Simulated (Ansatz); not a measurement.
TO(Γ) frequency (cm⁻¹) of solids drawn from the class of tetrahedrally bonded semiconductors and semimetals, at two levels: PBE in Ansatz (plane waves, PAW), and r²SCAN+rVV10 in Ansatz (plane waves, PAW).

```csv
solid,PBE,r²SCAN+rVV10,shift (%)
3C-SiC,775,801,+3.4
zinc-blende BAs,677,701,+3.5
zinc-blende GaN (metastable phase),517,552,+6.8
zinc-blende GaP,345,363,+5.2
cubic BN,1027,1047,+1.9
zinc-blende AlN (metastable phase),635,667,+5.0
zinc-blende BP,800,821,+2.6
zinc-blende GaAs,252,268,+6.3
zinc-blende InP,284,300,+5.6
```

The shifts run from +1.9 % to +6.8 %, with a median of +5.0 %.

Of 9 rows, r²SCAN+rVV10 is the larger in 9 and the smaller in 0.

Spin–orbit coupling is left out, also for the solids with elements from indium on (zinc-blende InP); its size isn't shown.

Each level is taken at its own relaxed cell. Ansatz's density-functional and Hartree–Fock values are scalar-relativistic unless marked +SOC, with PAW data made under PBE.

Ansatz is an electronic-structure program.
